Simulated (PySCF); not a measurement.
# H2S2 (SMILES SS): MP2/STO-3G

What is the vertical ionisation energy of H2S2 at MP2/STO-3G? Input form: a Python script.

The calculation is run with PySCF 2.14.0.

11 further runs of the same task are left out: 11 set aside as unsound or not needed.

**1. The structure to begin with**

H2S2: 4 atoms, total charge 0, spin state singlet. SMILES: `SS`. The coordinates come from a PBE0-D4/def2-TZVP relaxation.

Bond lengths: S1–S2 2.046 Å, S1–H3 1.347 Å, S2–H4 1.347 Å. Angles: S1–S2–H4 98.6°, S2–S1–H3 98.6°.

**2. A single-point energy at MP2/STO-3G**

The input, start.xyz:

```xyz
4
H2S2
S      0.784480    -0.789210     0.166690
S      0.060220     1.121560     0.067360
H     -0.225420    -1.352590     0.856880
H     -0.619290     1.020250    -1.090950
```

The input, input.py:

```python
# SS
from pyscf import gto, mp

system = gto.M(
    atom='start.xyz',
    basis='sto-3g',
    max_memory=1860,
    verbose=4,
    spin=0,
)

myscf = system.RHF()
myscf.conv_tol = 1e-10
myscf.kernel()
if not myscf.converged:
    myscf = myscf.newton().run(myscf.mo_coeff, myscf.mo_occ)

pt = mp.MP2(myscf, frozen=10).run()
etot = pt.e_tot
print('E(%s) = %.9f' % ('MP2', etot))
```

Started as:

```console
$ OMP_NUM_THREADS=1 python input.py
```

Output:

```text
PySCF version 2.14.0

[INPUT] num. atoms = 4
[INPUT] num. electrons = 34
[INPUT] charge = 0
[INPUT] spin (= nelec alpha-beta = 2S) = 0
[INPUT] symmetry False subgroup None
[INPUT] Mole.unit = angstrom
[INPUT] Symbol           X                Y                Z      unit          X                Y                Z       unit  Magmom
[INPUT]  1 S      0.784480000000  -0.789210000000   0.166690000000 AA    1.482452350199  -1.491390754768   0.314998447704 Bohr   0.0
[INPUT]  2 S      0.060220000000   1.121560000000   0.067360000000 AA    0.113799307221   2.119441232267   0.127291951751 Bohr   0.0
[INPUT]  3 H     -0.225420000000  -1.352590000000   0.856880000000 AA   -0.425982062999  -2.556024658825   1.619268521617 Bohr   0.0
[INPUT]  4 H     -0.619290000000   1.020250000000  -1.090950000000 AA   -1.170288491682   1.927993078588  -2.061596715594 Bohr   0.0

nuclear repulsion = 85.4431434225536
number of shells = 12
number of NR pGTOs = 60
number of NR cGTOs = 20
basis = sto-3g
ecp = {}

******** <class 'pyscf.scf.hf.RHF'> ********
method = RHF
initial guess = minao
damping factor = 0
level_shift factor = 0
DIIS = <class 'pyscf.scf.diis.CDIIS'>
diis_start_cycle = 1
diis_space = 8
diis_damp = 0
SCF conv_tol = 1e-10
SCF conv_tol_grad = None
SCF max_cycles = 50
direct_scf = True
direct_scf_tol = 1e-13
Set gradient conv threshold to 1e-05
Initial guess from minao.
init E= -787.021096148235
  HOMO = -0.244484878806789  LUMO = 0.131016148827182  gap/eV = 10.21790
cycle= 1 E= -787.468310775408  delta_E= -0.447  |g|= 0.209  |ddm|= 2.59
  HOMO = -0.246694270790275  LUMO = 0.373514512940004  gap/eV = 16.87674
cycle= 2 E= -787.490158879835  delta_E= -0.0218  |g|= 0.0231  |ddm|= 0.423
  HOMO = -0.272667172061967  LUMO = 0.342199786037081  gap/eV = 16.73138
cycle= 3 E= -787.490456679133  delta_E= -0.000298  |g|= 0.00389  |ddm|= 0.0477
  HOMO = -0.272290739071307  LUMO = 0.342847687424921  gap/eV = 16.73877
cycle= 4 E= -787.490466921895  delta_E= -1.02e-05  |g|= 0.000514  |ddm|= 0.0107
  HOMO = -0.272252099177782  LUMO = 0.342974842063371  gap/eV = 16.74118
cycle= 5 E= -787.490467201873  delta_E= -2.8e-07  |g|= 0.000143  |ddm|= 0.00198
  HOMO = -0.272282365813074  LUMO = 0.342966821507046  gap/eV = 16.74178
cycle= 6 E= -787.490467230586  delta_E= -2.87e-08  |g|= 3.05e-05  |ddm|= 0.000772
  HOMO = -0.272284535036861  LUMO = 0.342967152016774  gap/eV = 16.74185
cycle= 7 E= -787.490467232025  delta_E= -1.44e-09  |g|= 4.11e-06  |ddm|= 0.000202
  HOMO = -0.272284643389467  LUMO = 0.342967137746496  gap/eV = 16.74185
cycle= 8 E= -787.490467232047  delta_E= -2.23e-11  |g|= 7.74e-07  |ddm|= 2.15e-05
  HOMO = -0.272284649476153  LUMO = 0.342967102011679  gap/eV = 16.74185
Extra cycle  E= -787.490467232047  delta_E= 2.27e-13  |g|= 3.31e-07  |ddm|= 2.34e-06
converged SCF energy = -787.490467232047

******** <class 'pyscf.mp.mp2.RMP2'> ********
nocc = 7, nmo = 10
frozen orbitals 10
E(RMP2) = -787.538190220524  E_corr = -0.0477229884766379
E(SCS-RMP2) = -787.546177950848  E_corr = -0.0557107188015115
E_corr(same-spin) = -0.00179638542744701
E_corr(oppo-spin) = -0.0459266030491909
E(MP2) = -787.538190221
```

Wall time 0.87 s (1 thread of Arm Neoverse V1, shared host); peak memory 0.12 GiB.

**3. The doublet cation at the same level**

The input, calc.py:

```python
from pyscf import gto, mp

mol = gto.M(
    atom=[
    ('S', (0.784480, -0.789210, 0.166690)),
    ('S', (0.060220, 1.121560, 0.067360)),
    ('H', (-0.225420, -1.352590, 0.856880)),
    ('H', (-0.619290, 1.020250, -1.090950)),
],
    basis='sto-3g',
    spin=1,
    charge=1,
    max_memory=1860,
    verbose=4,
)

hf = mol.UHF()
hf.conv_tol = 1e-10
hf.kernel()
if not hf.converged:
    hf = hf.newton().run(hf.mo_coeff, hf.mo_occ)

pt = mp.MP2(hf, frozen=10).run()
energy = pt.e_tot
print('E = %.10f Eh' % energy)
```

Started as:

```console
$ OMP_NUM_THREADS=1 python calc.py
```

Output:

```text
PySCF version 2.14.0

[INPUT] num. atoms = 4
[INPUT] num. electrons = 33
[INPUT] charge = 1
[INPUT] spin (= nelec alpha-beta = 2S) = 1
[INPUT] symmetry False subgroup None
[INPUT] Mole.unit = angstrom
[INPUT] Symbol           X                Y                Z      unit          X                Y                Z       unit  Magmom
[INPUT]  1 S      0.784480000000  -0.789210000000   0.166690000000 AA    1.482452350199  -1.491390754768   0.314998447704 Bohr   0.0
[INPUT]  2 S      0.060220000000   1.121560000000   0.067360000000 AA    0.113799307221   2.119441232267   0.127291951751 Bohr   0.0
[INPUT]  3 H     -0.225420000000  -1.352590000000   0.856880000000 AA   -0.425982062999  -2.556024658825   1.619268521617 Bohr   0.0
[INPUT]  4 H     -0.619290000000   1.020250000000  -1.090950000000 AA   -1.170288491682   1.927993078588  -2.061596715594 Bohr   0.0

nuclear repulsion = 85.4431434225536
number of shells = 12
number of NR pGTOs = 60
number of NR cGTOs = 20
basis = sto-3g
ecp = {}

[... 19 lines left out ...]
WARN: beta  nocc = 16  HOMO -0.245262006337453 >= LUMO -0.244484878806789
[... 66 lines left out ...]
converged SCF energy = -787.236237404564  <S^2> = 0.81382193  2S+1 = 2.0628349
[... 1 line left out ...]
******** <class 'pyscf.mp.ump2.UMP2'> ********
nocc = (np.int64(7), np.int64(6)), nmo = (10, 10)
frozen orbitals 10
E(UMP2) = -787.295451266783  E_corr = -0.0592138622196671
E(SCS-UMP2) = -787.300982162603  E_corr = -0.0647447580396573
E_corr(same-spin) = -0.00728293456608832
E_corr(oppo-spin) = -0.0519309276535788
E = -787.2954512668 Eh
```

It took 0.89 s on 1 thread of Arm Neoverse V1, shared host; peak memory 0.12 GiB.

**4. Summary of results**

At MP2/STO-3G, 10 core orbitals frozen:

```
                                                                  quantity          value
                                                singlet H2S2: total energy  -787.53819 Eh
                        singlet H2S2: dipole moment (Hartree–Fock density)         1.13 D
                         singlet H2S2: HOMO energy (Hartree–Fock orbitals)       -7.41 eV
                         singlet H2S2: LUMO energy (Hartree–Fock orbitals)        9.33 eV
                       singlet H2S2: HOMO–LUMO gap (Hartree–Fock orbitals)       16.74 eV
                singlet H2S2: correlation energy (10 core orbitals frozen)      -47.7 mEh
                                              doublet cation: total energy  -787.29545 Eh
doublet cation: HOMO energy (Hartree–Fock orbitals) (highest over α and β)      -14.53 eV
 doublet cation: LUMO energy (Hartree–Fock orbitals) (lowest over α and β)       -6.28 eV
              doublet cation: correlation energy (10 core orbitals frozen)      -59.2 mEh
                         doublet cation: ⟨S²⟩ of the reference determinant          0.814
                        vertical ionisation energy (to the doublet cation)       6.605 eV
```

In words: The vertical ionisation energy comes to 6.61 eV (152 kcal/mol). In a minimal basis such a difference can be off by several eV, whatever the method. Mulliken charges (doublet cation) of the mean-field density run from +0.10 on H3 to +0.40 on S1.
